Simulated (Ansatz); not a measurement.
System: SiH$_{2}$, charge 0, singlet. SiH2 (SMILES [SiH2]).
B3LYP-D3(BJ)/def2-TZVP minimum from Ansatz (a quantum-chemistry and plane-wave program):
```xyz
3

Si     0.0052     0.0009     0.1327
H     -0.0342     1.0849    -0.9366
H     -0.0389    -1.0973    -0.9218
```
Charge 0, spin multiplicity 1.

Quantity: atomisation energy (electronic, to ground-state atoms), in kJ/mol. UHF or UKS for unpaired electrons; spin-orbit terms are left out. CBS(X,Y): correlation extrapolated as X^-3, Hartree-Fock from the larger set (Q,5: extrapolated as (X+1)exp(-9√X)). A bracket is a step between two methods taken in the basis named. Functionals run without relativity, which enters their misses. '+ core + X2C': CCSD(T) terms for core correlation (cc-pwCVTZ, 1s frozen past Ne) and scalar relativity (cc-pVTZ-DK). Full CI freezes restricted core orbitals, also for open shells; the composite that ends in it estimates full CI at the basis-set limit. Where a partner has so few electrons that a lower coupled-cluster level is exact, that level stands in. The restricted determinant of H2Si ([SiH2], singlet) is unstable towards broken spin symmetry in at least one set run.

CCSD(T)/CBS(cc-pV(Q+d)Z,cc-pV(5+d)Z) + [CCSDT(Q) - CCSD(T)]/cc-pV(5+d)Z + [FCI - CCSDT(Q)]/cc-pV(D+d)Z + core + X2C (Ansatz) gives 642.8 kJ/mol.

Task: What does PBE/def2-TZVPD (Ansatz) give here, and how do the other levels compare?

Result: PBE gives 619.3 kJ/mol, 23.5 kJ/mol below it. Differences of the others: r2SCAN/def2-TZVPD (Ansatz) -20.4; B3LYP/def2-TZVPD (Ansatz) 0.2; wB97M-V/def2-TZVPD (Ansatz) 6.9; CCSD(T)/CBS(cc-pV(Q+d)Z,cc-pV(5+d)Z) + core + X2C (Ansatz) -0.5 kJ/mol. Nearer than PBE: r2SCAN/def2-TZVPD, B3LYP/def2-TZVPD, wB97M-V/def2-TZVPD, CCSD(T)/CBS(cc-pV(Q+d)Z,cc-pV(5+d)Z) + core + X2C.
